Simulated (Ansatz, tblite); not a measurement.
Removing an electron: AlH2Me (CH₅Al). Charge 0, multiplicity 1. Geometry: PBE-D4/def2-TZVP. Ansatz, gas phase; energy differences of separate SCF runs; the oxidised species was run as a doublet alone.

```csv
atom,x (Å),y (Å),z (Å)
Al1,-0.945,-0.355,-0.325
H2,-2.165,0.663,-0.519
H3,-1.167,-1.900,-0.678
C4,0.796,0.291,0.301
H5,1.380,0.666,-0.559
H6,1.398,-0.497,0.775
H7,0.703,1.132,1.005
```

The xTB rows come from tblite. Correlated methods freeze 6 core orbitals. HOMO above LUMO, or a gap near zero within one spin, warns that the state may not be the lowest or that an electron is smeared out.

```tsv
level	−HOMO (eV)	vertical IE (eV)	−LUMO (eV)	HOMO–LUMO gap (eV)	remarks
GFN1-xTB	11.51	14.87	5.70	5.81	–
r2SCAN-D4/def2-TZVP	7.09	10.23	1.70	5.38	gap within one spin near zero (+1 doublet)
PBE0-D4/def2-TZVP	8.08	10.35	1.31	6.77	–
MP2/def2-TZVPP	–	10.70	–	–	–
```

Task: Estimate the rows for GFN2-xTB, HF/def2-TZVPP, CCSD/def2-TZVPP, CCSD(T)/def2-TZVPP.

Result: 
```csv
level,−HOMO (eV),vertical IE (eV),−LUMO (eV),HOMO–LUMO gap (eV)
GFN2-xTB,10.55,13.93,5.83,4.72
HF/def2-TZVPP,–,9.60,–,–
CCSD/def2-TZVPP,–,10.53,–,–
CCSD(T)/def2-TZVPP,–,10.58,–,–
```

Run but left out: PBE-D4/def2-TZVP (charge +1 doublet: an occupied level 0.26 eV above an empty one).  Raw xTB energy differences between charge states are shifted by several eV; the methods need an empirical correction for them.
